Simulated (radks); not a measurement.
# N²⁺ in [He] 2s2 2p1: an all-electron calculation

The task here is to estimate one member of a computed series from the others.

Program: radks (a radial shooting solver on a logarithmic mesh, Libxc functionals) version 1. Level of theory: scalar-relativistic Kohn-Sham, PBE, spin-polarised, spherical densities, finite nucleus; open shells are filled with parallel spins first. These are calculated values, not measurements, unless marked.

**The atom as given**

```
element            : nitrogen (Z = 7)
charge             : +2
electrons          : 5
configuration      : [He] 2s2 2p1
nuclear rms radius : 2.5582 fm
```

The outer shells:

N²⁺
```
[He] core
2s [↑↓]
2p [↑ ][  ][  ]
```

The first run:

The run's settings:

```text
Z 7
configuration [He] 2s2 2p1 3s0 3p0 3d0
relativity scalar-relativistic
functional pbe,pbe
spin polarised
nucleus finite rms 2.5582 fm
c 137.035999084
```

The run is started by

```bash
python run_ks.py task.json out
```

The same process makes all the runs of this session.

Steps of the session up to this table: Self-consistent calculation.

One of the session's tables, all rows but one given; the rest of the session is left out.

It belongs to the step «Shells». Radial moments (bohr):

| level | <r> | outermost maximum (interpolated) | 90 % within |
| --- | --- | --- | --- |
| 1s up | 0.2296 | 0.148 | 0.412 |
| 1s down | 0.2292 | 0.148 | 0.411 |
| 2s up | ? | ? | ? |
| 2s down | 1.180 | 0.960 | 1.84 |
| 2p up | 1.128 | 0.856 | 1.86 |
| 2p down | 1.151 | 0.867 | 1.91 |

Estimate the missing values for 2s up.

**Answer.** <r>: 1.164; outermost maximum (interpolated): 0.953; 90 % within: 1.81. In the column «<r>» it lies between 2p down (1.151) and 2s down (1.180).

To keep in mind: Open shells are spherical and high-spin; term and fine-structure splittings are not resolved.
